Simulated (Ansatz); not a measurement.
## Where PBE holds and where it fails for zinc-blende ZnSe

Programs: Ansatz (a quantum-chemistry and plane-wave program).

```csv
property,PBE,LDA,r²SCAN,HSE06,reference,PBE less reference
lattice parameter a (Å),5.733,5.567,5.665,5.701,5.668*,+1.15 %
bulk modulus (GPa),56.7,71.6,65.3,62.1,62.4*,-9.1 %
cohesive energy (eV/atom),2.58,3.37,2.85,2.66,2.67,-0.09 eV/atom
"band gap (eV), at the measured cell, all with SOC",1.16,0.90,1.74,2.27,2.87,-1.71 eV
TO(Γ) frequency (cm⁻¹),195,218,204,–,213*,-8.5 %
elastic constant C11 (GPa),79.7,97.4,90.2,86.8,85.9*,-7.2 %
elastic constant C44 (GPa),37.1,42.9,41.5,39.7,40.6*,-8.6 %
polycrystal shear modulus (GPa),27.3,31.2,30.1,29.2,–,–
formation enthalpy (eV/atom),-0.714,-0.668,-0.851,-0.876,-0.85*,+0.136 eV/atom
```

PBE is well off the measurement for the lattice constant a (+1.15 %); band gap (-1.71 eV, at least halved by HSE06); formation enthalpy (+0.136 eV/atom, at least halved by r²SCAN, HSE06). It does well for the cohesive energy (-0.09 eV/atom). In between, or not called against an uncorrected reference: bulk modulus (-9.1 %), zone-centre TO phonon frequency (-8.5 %), elastic constant C11 (-7.2 %), elastic constant C44 (-8.6 %). Where no measured value is used, PBE differs from HSE06 by -6.5 % in the Voigt–Reuss–Hill shear modulus.

A star marks values at room or unstated temperature without corrections; heat and zero-point motion as a rule enlarge cells and lower moduli and gaps.

The measured gap has a computed or estimated zero-point shift taken out.

Called good within 0.10 eV/atom for the cohesive energy.

Called well off clearly beyond 0.20 eV/atom for the cohesive energy, 0.20 eV for the band gap, 12.0 % for the zone-centre TO phonon frequency, 0.120 eV/atom for the formation enthalpy (bounds picked here from the quality of each reference); the lattice constant a is called against an uncorrected reference, since a correction would as a rule widen the miss or is far smaller.

The references are measured values: lattice constant a room temperature, bulk modulus unstated, cohesive energy corrected to a static lattice, band gap corrected to a static lattice, zone-centre TO phonon frequency unstated, elastic constant C11 unstated, elastic constant C44 unstated, formation enthalpy room temperature.

Unless a row names a cell, each level is at its own relaxed cell.

Density-functional gaps are differences of (generalised) Kohn–Sham levels.

Caveats: hybrids on metals are sensitive to the k mesh and can open a false gap (HSE06). Ansatz's density-functional and Hartree–Fock values are scalar-relativistic unless marked +SOC, with PAW data made under PBE.

References as tabulated in Albrecht et al. (1997), arXiv:cond-mat/9706128; Oses et al. (2018), arXiv:1811.08464; Toher et al. (2017), arXiv:1611.05714; Chen et al. (2018), doi:10.1103/physrevmaterials.2.073803 and others.
